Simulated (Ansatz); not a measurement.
Species: CH4N, net charge 0, doublet state. SMILES: C[NH]
Structure (B3LYP-D3(BJ)/def2-TZVP (Ansatz, a first-principles code) minimum search):
```xyz
6

C      0.0571     0.6220     0.0514
N     -0.0053    -0.8134     0.0521
H     -0.9486     1.0689     0.0351
H     -0.5105    -1.0936    -0.7957
H      0.5859     0.9841     0.9335
H      0.5674     1.0026    -0.8464
```
Charge 0, spin multiplicity 2.

Wanted: atomisation energy, in kcal/mol. Set-up: atomisation electronic, to ground-state atoms; LANL2DZ all-electron up to Ne; 6-31G* and kin with 6d, 5d where marked; frozen cores in correlated levels; dispersion terms only where a functional's name holds one; 6-311+G** with 5d; open shells spin-unrestricted; non-relativistic; no spin-orbit coupling. CBS marks a two-point X^-3 extrapolation of the correlation energy; Hartree-Fock from the larger set. The bracket is a focal-point correction in the basis named. First-principles rows: single points at B3LYP-D3(BJ) geometries (Ansatz).

Coupled cluster (Ansatz) is a level with limits of its own, used here on species with T1 under 0.025 (0.045 for open shells) and stable references: RI-MP2/CBS(aug-cc-pVTZ,aug-cc-pVQZ)+[CCSD(T)-MP2]/aug-cc-pVTZ.

Value to compare with, RI-MP2/CBS(aug-cc-pVTZ,aug-cc-pVQZ)+[CCSD(T)-MP2]/aug-cc-pVTZ (Ansatz): 474.2 kcal/mol.

| level | program | atomisation energy (kcal/mol) | difference |
|---|---|---|---|
| HF/LANL2DZ | Ansatz | 308.3 | -165.9 |
| HF/6-31G* | Ansatz | 333.9 | -140.3 |
| HF/6-311+G** | Ansatz | 335.7 | -138.5 |
| PBE/6-31G* | Ansatz | 484.8 | 10.6 |
| B3LYP/6-31G | Ansatz | 459.4 | -14.8 |
| B3LYP/6-31G* | Ansatz | 476.2 | 2.0 |
| B3LYP/def2-SVP | Ansatz | 478.1 | 3.9 |
| B3LYP/6-311+G** | Ansatz | 476.3 | 2.1 |
| PBE0/6-31G* | Ansatz | 474.7 | 0.5 |
| PBE0/6-311+G** | Ansatz | 474.8 | 0.6 |
| B3LYP/def2-TZVPD | Ansatz | 479.0 | 4.8 |
| wB97M-V/def2-TZVPD | Ansatz | 476.6 | 2.4 |

Among the 10 habitual levels, HF/LANL2DZ lies farthest from RI-MP2/CBS(aug-cc-pVTZ,aug-cc-pVQZ)+[CCSD(T)-MP2]/aug-cc-pVTZ (Ansatz) (-165.9 kcal/mol); 6 of 10 lie above it, and their mean absolute difference is 47.9 kcal/mol, the median 7.2. One case shows no general order.

The levels are drawn from those run, B3LYP/6-31G* more often than the rest, none by its result; runs whose electronic state is in doubt are left out.
